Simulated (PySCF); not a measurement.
# Bonding in `C=C(F)C(F)F`

C3H3F3.
Atom-mapped SMILES: `[CH2:1]=[C:2]([F:3])[CH:4]([F:5])[F:6]` (hydrogens: H7, H8 on C1; H9 on C4)

Structure used (PBE0-D3(BJ)/def2-SVP), in Å, numbered top down from 1:
```xyz
9
C3H3F3 angstrom
C     -1.085   -0.288   -0.840
C     -0.202    0.477   -0.215
F     -0.204    1.805   -0.321
C      0.894   -0.025    0.691
F      1.644   -0.951    0.060
F      0.369   -0.613    1.786
H     -1.036   -1.371   -0.720
H     -1.860    0.148   -1.472
H      1.540    0.812    1.008
```

Bond orders from the PBE0/pcSseg-1 density (PySCF). The structure is a single PBE0-D3(BJ)/def2-SVP conformer in the gas phase; no vibrational or solvent corrections.

Question: How far do the computed orders between heavy atoms stray from the drawn ones?

Answer: The largest departure is 0.111, at C1–C2 (drawn double, 1.889).

Question: Give the Mayer order of every bond between heavy atoms, beside its length.

Answer: 
| bond | drawn as | length (Å) | Mayer order |
| --- | --- | --- | --- |
| C1–C2 | double | 1.325 | 1.889 |
| C2–F3 | single | 1.333 | 0.961 |
| C2–C4 | single | 1.507 | 0.992 |
| C4–F5 | single | 1.349 | 0.967 |
| C4–F6 | single | 1.349 | 0.967 |

By pair of heavy elements: C–C: lowest C2–C4 (0.992, 1.507 Å), highest C1–C2 (1.889, 1.325 Å). C–F: all 3 within 0.02 of one another (0.961 to 0.967).

Question: And the bonds to hydrogen?

Answer: C–H: 0.94 (3 bonds).

Question: Sum the orders of all bonds at each heavy atom with more than one neighbour and set the sums beside the valence in the SMILES.

Answer: C1 3.768 (drawn 4), C2 3.842 (drawn 4), C4 3.865 (drawn 4). Orders between atoms that aren't bonded are not in these sums.

The Mayer order sums products of elements of PS (density times overlap matrix) between the two atoms' basis functions, so it depends on the basis set.
